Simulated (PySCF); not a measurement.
# NaSi⁺: from constants to spectrum

UHF-CCSD(T) constants of NaSi⁺, ³Π (triplet), unpaired electrons σ ↑, π ↑ (PySCF, no relativity, basis sets Na pcseg-2, Si pcseg-2; masses 22.9898 and 27.9769 u):

```
ωe             : 163.6 cm⁻¹
ωexe           : 1.54 cm⁻¹
Be             : 0.13975 cm⁻¹
αe             : 0.00164 cm⁻¹
De to Na⁺ + Si : 0.481 eV
```

**Question.** What force constant and bond length do these constants imply?

**Answer.** Reduced mass μred = 12.620 u; k = 5.8918×10⁻⁷·μred·ωe² (u, cm⁻¹, mdyn/Å) = 0.199 mdyn/Å; Re = √(16.8576/(μred·Be)) (u, cm⁻¹, Å) = 3.092 Å.

**Question.** Estimate the centrifugal constant D from the Kratzer relation and find the Dunham coefficient a1.

**Answer.** D = 4Be³/ωe² = 4.08e-07 cm⁻¹; a1 = −1 − αeωe/(6Be²) = -3.29.

Correlated steps freeze 6 core orbitals. For an ion De counts to the pair picked by the measured ionisation energies or electron affinities, which need not be the lowest pair at this level. The state is the lowest determinant that a PBE0 search found; another state may lie lower at other levels.
